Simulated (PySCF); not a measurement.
**S: ionisation energy**

S [Ne] 3s2 3p4 (3P) → S⁺ [Ne] 3s2 3p3 (4S), as a difference of total energies. Computed with PySCF 2.14 in dyall-av3z (19s12p3d2f, 84 functions), with scalar relativity by spin-free X2C-1e. Correlated levels: valence: [Ne] frozen; virtual orbitals above 40 to 60 times the deepest correlated orbital energy dropped. The calculations carry no spin-orbit coupling.

```csv
method,ionisation energy (eV)
UHF,9.216
PBE,10.413
PBE0,10.386
r2SCAN,10.348
wB97X-V,10.493
B3LYP,10.538
r2SCAN0,10.332
MP2 (valence),9.986
SCS-MP2 (valence),10.067
```

Task: Estimate what LDA gives.

Result: 10.551 eV, closest to B3LYP among the rows shown.

Task: Estimate what B97-3 gives.

Result: 10.460 eV, closest to wB97X-V among the rows shown.

Errors of the correlated levels include the incompleteness of this basis and the frozen core.

For comparison: 10.336 eV (measured; NIST levels, between the centres of gravity of the two terms).
